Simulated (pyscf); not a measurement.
One four-centre exchange on the singlet surface with elements of a group swapped. ωB97M-D3(BJ)/def2-TZVP, kcal/mol, from the separated reactants. PySCF, gas phase, ωB97X-D3(BJ)/def2-SVP geometries.

```csv
step,barrier,reaction energy,imaginary mode (i cm⁻¹)
`[CH3][Ga]([CH3])[NH2]` + `[H][H]` → `[CH3][GaH][CH3]` + `[NH3]`,22.7,+7.0,1334
`[CH3][In]([CH3])[NH2]` + `[H][H]` → `[CH3][InH][CH3]` + `[NH3]`,18.5,-0.9,1278
`[CH3][Al]([CH3])[NH2]` + `[H][H]` → `[CH3][AlH][CH3]` + `[NH3]`,…,…,1277
```

Task: Some entries are withheld; supply them.

Result: 
- `[CH3][Al]([CH3])[NH2]` + `[H][H]` → `[CH3][AlH][CH3]` + `[NH3]`, barrier: 20.4
- `[CH3][Al]([CH3])[NH2]` + `[H][H]` → `[CH3][AlH][CH3]` + `[NH3]`, reaction energy: +19.0

Row 1: On the product side the descent ends in an adduct with a Ga–N contact, 21.7 kcal/mol under the separated species and 35.7 kcal/mol under the saddle at ωB97X-D3(BJ)/def2-TZVP. Row 2: On the product side the descent ends in an adduct with a In–N contact, 19.5 kcal/mol under the separated species and 36.4 kcal/mol under the saddle at ωB97X-D3(BJ)/def2-TZVP. Row 3: On the product side the descent ends in an adduct with a Al–N contact (not fully relaxed), 29.0 kcal/mol under the separated species and 29.2 kcal/mol under the saddle at ωB97X-D3(BJ)/def2-TZVP. Each row is the saddle that its search found. Elements up to Kr have no core potential and no relativistic terms here. Elements past Kr carry the def2 core potentials, without spin-orbit coupling.
